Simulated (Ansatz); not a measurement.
Geometry optimisation, UKS B3LYP-D4/def2-SVP (Ansatz 0.2.0).

Input file:

```yaml
crystal:
  periodic: [false, false, false]
  atoms:
    - { symbol: Si, position_ang: [-0.558928, -1.333375, 0.118265] }
    - { symbol: C, position_ang: [1.105015, 1.348246, 0.557134] }
    - { symbol: H, position_ang: [0.861728, -1.669443, -0.169911] }
    - { symbol: H, position_ang: [-1.342128, -2.597968, 0.287527] }
    - { symbol: "N", position_ang: [-1.179634, -0.472767, -1.255766] }
    - { symbol: H, position_ang: [0.849316, 0.604372, 1.302685] }
    - { symbol: H, position_ang: [-0.621962, -0.638267, 1.387535] }
    - { symbol: H, position_ang: [1.115565, 2.345922, 1.023136] }
    - { symbol: H, position_ang: [0.357789, 1.330849, -0.244914] }
    - { symbol: H, position_ang: [2.102705, 1.141119, 0.143334] }
    - { symbol: H, position_ang: [-0.561238, 0.055042, -1.86027] }
    - { symbol: H, position_ang: [-2.128326, -0.113831, -1.288756] }
magnetization:
  spin_polarized: true
basis:
  gaussian: { orbitals: def2-SVP }
hamiltonian:
  xc: b3lyp
  dispersion: d4
relax:
  f_tol: 0.03
  max_steps: 50
```

Run as:

```bash
$ ansatz run input.yaml --threads 2 --pin off --max-ram 3072MiB --backend cpu --events-out ev --progress --plain --runs-dir out
```

**Question.** Where does it end, and by what steps?

**Answer.** The forces met the threshold. The force dipped under the threshold on the way, but the program's further checks kept it going. After 21 steps the energy has fallen by 0.228 eV; H3 moved furthest, 1.45 Å.

```tsv
step	energy less start (eV)	largest force component (eV/Å)	accepted
0	0.0000	0.821	yes
1	-0.1589	0.313	yes
2	-0.1959	0.094	yes
3	-0.0922	0.782	no
4	-0.2013	0.203	yes
5	-0.2042	0.116	yes
6	-0.2065	0.098	yes
7	-0.2091	0.115	yes
8	-0.2105	0.059	yes
9	-0.2121	0.047	yes
10	-0.2125	0.153	yes
11	-0.2147	0.061	yes
12	-0.2164	0.021	yes
13	-0.2178	0.141	yes
14	-0.2197	0.088	yes
15	-0.2213	0.022	yes
16	-0.2214	0.181	yes
17	-0.2239	0.057	yes
18	-0.2247	0.020	yes
19	-0.2255	0.124	yes
20	-0.2269	0.037	yes
21	-0.2275	0.003	yes
```

```xyz
12
Properties=species:S:1:pos:R:3
Si -0.805 -1.847 -0.046
C 1.188 1.857 0.649
H 0.144 -2.851 -0.607
H -2.134 -2.474 0.208
N -1.002 -0.597 -1.238
H 1.270 1.524 1.694
H -0.264 -1.406 1.282
H 0.823 2.893 0.622
H 0.485 1.202 0.115
H 2.177 1.805 0.172
H -0.195 -0.247 -1.744
H -1.687 0.140 -1.107
```

Whether the end is a true minimum wasn't checked by a vibrational analysis.

Time of the run: 32 s on 2 threads of Intel(R) Xeon(R) 6975P-C (Granite Rapids) (shared host), peak memory 0.24 GiB.
